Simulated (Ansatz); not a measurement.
Match the barriers

Saddle point of CH7FSi, closed shell (CH₆Si ([CH3][SiH3]) + HF → CH₅FSi ([CH3][SiH2][F]) + H₂; bonds formed: Si1–F7, H2–H6; bonds broken: Si1–H2, H6–F7), PBE0-D4/def2-TZVP structure:

```xyz
10
angstrom
Si -0.1024 -0.6671 0.0911
H 1.4859 -1.0820 -0.3706
H -0.4521 -1.5115 -1.0991
H -0.7113 -1.4019 1.2207
C -0.6865 1.0425 -0.3365
H 1.6589 -0.5880 0.4370
F 1.2153 0.0390 1.3750
H -0.7035 1.6892 0.5402
H -1.6841 0.9892 -0.7794
H -0.0203 1.4907 -1.0784
```

Ansatz 0.2.0; basis: def2-TZVPP, with def2-QZVPP for the basis limit; cores frozen in the correlated methods. Extrapolation: Hartree–Fock as exp(−7.88 √X), correlation as X^−2.97. Four methods, as single points on the PBE0-D4 structures, gave these electronic barriers from the start structure: 113.8, 131.4, 149.6, 202.3 kJ/mol.

Task: The methods were, in alphabetical order, CCSD(T), HF, PBE-D4, PBE0-D4. Which gave which? (Judge from chemistry; the calculation decides.)

Result: Computed: PBE-D4 113.8; PBE0-D4 131.4; CCSD(T) 149.6; HF 202.3 kJ/mol. For comparison, CCSD(T) at an estimated basis limit (MP2 extrapolated from triple and quadruple zeta, plus CCSD(T) − MP2 in triple zeta) gives 145.4 kJ/mol.

The T1 diagnostic stays at or below 0.013.

Labels in which every atom is bracketed show which atoms are joined, not bond orders.

For scale, one of the runs: CCSD(T)/def2-TZVPP, 202 basis functions, launched by `ansatz run in.yaml --threads 2 --pin off --events-out ev --progress --plain --max-ram 4352MiB`. Hardware: 2 CPU threads of an Arm Neoverse V2, shared host. Wall time 62 s; peak host memory 2.5 GiB.
